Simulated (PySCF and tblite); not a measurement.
Values are calculated unless marked as measured or tabulated.
C2H7N, numbered as in [CH3:1][CH2:2][NH2:3]. The same 2 conformers on PBE0-D3(BJ)/def2-SVP geometries, with only the basis set of the single-point energies changed (functional PBE0, solvent none (gas phase), D3(BJ) where defined; PySCF).

Torsions listed: C1–C2–N3–H3. Of a mirror pair one member is shown.

| conformer | shape | symmetry | dipole D |
| --- | --- | --- | --- |
| 1 | -64° | C1 (pair) | 1.30 |
| 2 | -58° | Cs | 1.33 |

Energies (kcal/mol) above conformer 1 and its weight at 298.15 K (thermal terms from GFN2-xTB):

```json
{"basis set": "def2-TZVP", "E(2) − E(1)": "-0.10", "weight of 1 (%)": "70"}
{"basis set": "6-31G*", "E(2) − E(1)": "-0.44", "weight of 1 (%)": "57"}
{"basis set": "def2-SVP", "E(2) − E(1)": "-0.33", "weight of 1 (%)": "61"}
{"basis set": "pcseg-1", "E(2) − E(1)": "-0.33", "weight of 1 (%)": "61"}
{"basis set": "6-311G**", "E(2) − E(1)": "-0.38", "weight of 1 (%)": "59"}
{"basis set": "def2-SVPD", "E(2) − E(1)": "?", "weight of 1 (%)": "?"}
{"basis set": "pcseg-2", "E(2) − E(1)": "-0.10", "weight of 1 (%)": "70"}
```

Q: What does def2-SVPD give?

A: E(2) − E(1) = -0.02 kcal/mol, weight of conformer 1 73 %.

Q: How much does the choice of basis set matter?

A: The widest range is that of E(2) − E(1), which runs from -0.44 (6-31G*) to -0.02 kcal/mol (def2-SVPD), a spread of 0.42, against RT = 0.59.
